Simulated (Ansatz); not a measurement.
Process, species as SMILES: [SiH2][SiH3] (SiH2-SiH3) → 5 H atom + 2 Si atom
B3LYP-D3(BJ)/def2-TZVP geometries, fixed; electronic energies without zero-point terms.
Largest species:
```xyz
7

Si     0.0124     0.0207     1.2119
Si    -0.0099     0.0487    -1.1206
H     -1.2086    -0.5655     1.8221
H      1.2176    -0.6195     1.7989
H     -0.0369    -1.3162    -1.7072
H     -1.2105     0.7840    -1.5839
H      1.2034     0.7464    -1.6084
```
Charge 0, spin multiplicity 2.

Basis-set convergence of the atomisation energy at PBE0 with Ansatz (an electronic-structure program). Cartesian d functions, on some or all atoms, in 6-31G*, 6-31+G*, 6-311G**, 6-311+G**; all else is spherical. The program fits the integrals of some runs and decomposes those of others, by size. Open shells are unrestricted. No added dispersion term, no relativity. Functions are those of the species that has most. Reference: the value in aug-cc-pV(Q+d)Z, 434.97 kcal/mol, itself unsure by roughly 0.45 kcal/mol (its mean distance from def2-QZVPPD, pcseg-3, def2-QZVPP). Deviations are taken from unrounded values.

| basis | functions | atomisation energy (kcal/mol) |
|---|---|---|
| 6-31G* | 48 | 430.99 |
| 6-31+G* | 56 | 431.39 |
| def2-SVP | 61 | 431.34 |
| def2-SVPD | 88 | 432.82 |
| pcseg-1 | 61 | 431.23 |
| aug-pcseg-1 | 99 | 431.58 |
| cc-pV(D+d)Z | 71 | 430.34 |
| aug-cc-pV(D+d)Z | 109 | 429.36 |
| 6-311G** | 84 | 429.75 |
| 6-311+G** | 92 | 429.60 |
| def2-TZVP | 104 | 434.10 |
| def2-TZVPD | 131 | 434.23 |
| pcseg-2 | 138 | 433.45 |
| aug-pcseg-2 | 215 | 434.02 |
| cc-pV(T+d)Z | 148 | 434.45 |
| aug-cc-pV(T+d)Z | 225 | 434.17 |
| def2-TZVPP | 154 | 434.61 |
| def2-TZVPPD | 181 | 434.65 |
| cc-pV(Q+d)Z | 278 | 435.00 |
| aug-cc-pV(Q+d)Z | 408 | 434.97 |
| def2-QZVPP | 290 | 434.53 |
| def2-QZVPPD | 317 | 434.54 |

What the diffuse functions change, pair by pair:
- 6-31G* to 6-31+G*: 8 more functions, deviation -3.99 to -3.59 kcal/mol
- def2-SVP to def2-SVPD: 27 more functions, deviation -3.63 to -2.15 kcal/mol
- pcseg-1 to aug-pcseg-1: 38 more functions, deviation -3.74 to -3.40 kcal/mol
- cc-pV(D+d)Z to aug-cc-pV(D+d)Z: 38 more functions, deviation -4.63 to -5.62 kcal/mol
- 6-311G** to 6-311+G**: 8 more functions, deviation -5.22 to -5.37 kcal/mol
- def2-TZVP to def2-TZVPD: 27 more functions, deviation -0.88 to -0.75 kcal/mol
- pcseg-2 to aug-pcseg-2: 77 more functions, deviation -1.53 to -0.95 kcal/mol
- cc-pV(T+d)Z to aug-cc-pV(T+d)Z: 77 more functions, deviation -0.52 to -0.81 kcal/mol
- def2-TZVPP to def2-TZVPPD: 27 more functions, deviation -0.37 to -0.32 kcal/mol
- cc-pV(Q+d)Z to aug-cc-pV(Q+d)Z: 130 more functions, deviation 0.03 to 0.00 kcal/mol
- def2-QZVPP to def2-QZVPPD: 27 more functions, deviation -0.44 to -0.43 kcal/mol

Leaving out the reference's own pair, they bring the value nearer the reference by more than 0.45 kcal/mol in 2 of 10 pairs.
